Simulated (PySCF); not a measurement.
Cost of one run: spin–spin coupling job, `O=[PH3]`.

Method: PBE/pcSseg-1 indirect spin-spin coupling, non-relativistic, gas phase (PySCF 2.14.0, density-fitted response routines). Geometry: GFN2-xTB. Work: spin–spin couplings from 5 perturbed nuclei, density fitting. A driver script takes a list of jobs; this job's settings line and coordinates (Å) are shown.

Command:
```bash
OMP_NUM_THREADS=1 python probes_run.py task.json out
```

Input:
```
{"job": {"kind": "j", "xc": "PBE", "basis": "pcSseg-1", "scf": {"aux": "def2-universal-jkfit"}}, "charge": 0, "multiplicity": 1}
O      1.123366    -0.804107     0.626962
P      0.049567    -0.033894     0.023619
H     -0.844889     0.537097     0.917225
H      0.456155     1.045522    -0.746946
H     -0.775577    -0.741767    -0.838045
```

Hardware: one thread of an Intel Xeon Platinum 8259CL at 2.50 GHz, no GPU, shared host with 32 logical CPUs at a one-minute load of 23. PySCF's memory limit was set to 1200 MB.

**Question.** How large is the basis?

**Answer.** 56 functions for 26 electrons, with 259 fitting functions; the fitted three-index integrals, 259 × 56 × 57/2 numbers of 8 bytes, come to 3.2 MiB.

**Question.** How long does the run take?

**Answer.** About 4.2 s. The SCF took 10 cycles.

**Question.** How much memory does it need at the peak?

**Answer.** About 0.25 GiB. Peak memory is the resident size of the whole Python process, interpreter and libraries included.

**Question.** At this speed, how long would 20000 such jobs take on 16 cores, one job a core?

**Answer.** 20000/16 gives 1250 rounds of 4.2 s, about 88 min of wall time and 23 core-hours, if the jobs don't slow each other.

The SCF part of the output:
```
final grid: 39256 points
cycle   1  E = -417.8944951852  dE =  4.292e-01  |g| = 1.021e+00  |ddm| = 2.039e+00
cycle   2  E = -415.0811674892  dE =  2.813e+00  |g| = 3.331e+00  |ddm| = 7.046e+00
cycle   3  E = -418.0884832725  dE = -3.007e+00  |g| = 1.149e-01  |ddm| = 6.682e+00
cycle   4  E = -418.0926060840  dE = -4.123e-03  |g| = 5.819e-02  |ddm| = 2.983e-01
cycle   5  E = -418.0935784830  dE = -9.724e-04  |g| = 1.444e-02  |ddm| = 6.808e-02
cycle   6  E = -418.0936228582  dE = -4.438e-05  |g| = 4.820e-03  |ddm| = 1.736e-02
cycle   7  E = -418.0936265481  dE = -3.690e-06  |g| = 1.497e-03  |ddm| = 3.125e-03
cycle   8  E = -418.0936269787  dE = -4.307e-07  |g| = 2.980e-04  |ddm| = 1.181e-03
cycle   9  E = -418.0936269972  dE = -1.844e-08  |g| = 2.045e-05  |ddm| = 3.101e-04
cycle  10  E = -418.0936269973  dE = -7.424e-11  |g| = 1.716e-06  |ddm| = 1.680e-05
converged SCF energy = -418.0936269973
```

Other jobs ran on the host; a repeat could differ by tens of per cent or more.
